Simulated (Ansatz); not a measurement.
Two shapes of singlet CH₂O.

Shape 1:

```xyz
4

C     0.0000    0.0000   -0.5228
O     0.0000    0.0000    0.6733
H     0.0000   -0.9444   -1.1247
H     0.0000    0.9444   -1.1247
```

Shape 2:

```xyz
4

C     0.0000    0.0000   -0.4810
O     0.0000    0.0000    0.6194
H     0.0000   -0.8689   -1.0347
H     0.0000    0.8689   -1.0347
```

Basis set: cc-pVDZ (spherical functions). Frozen core: 2 orbitals. Charge 0, multiplicity 1.

Computed with Ansatz (development build ahead of 0.2.0); each method stands on the lowest determinant of its kind that the runs found.

(1) Which shape is lower in energy, and by how much in each method?

Answers

(1)

```json
{"method": "RHF", "E(2) − E(1) (eV)": "0.646"}
{"method": "RHF-MP2", "E(2) − E(1) (eV)": "1.050"}
```

Shape 1 is lower. Caution: no unrestricted run beside it, a lower state can exist.
